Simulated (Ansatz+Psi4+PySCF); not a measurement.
Results of a calculation; reference values are marked as such.
```xyz
4

C     0.0000    0.0000    0.6081
C     0.0000    0.0000   -0.6081
H     0.0000    0.0000   -1.6740
H     0.0000    0.0000    1.6740
```

Basis set: cc-pVTZ (spherical functions). Frozen core: 2 orbitals. Charge 0, multiplicity 1.

Starred EOM-CCSD(T)(a) on the restricted Hartree–Fock determinant with PySCF 2.14.0; the energies are vertical.

The solver was asked for the few lowest roots only. Give the ionization energies of singlet C2H2 among them whose weight of singles is over 0.7.

```
root  energy (eV)  weight of singles
   1        11.32               0.97
   2        11.32               0.97
   3        17.06               0.95
```

Higher main lines weren't sought.
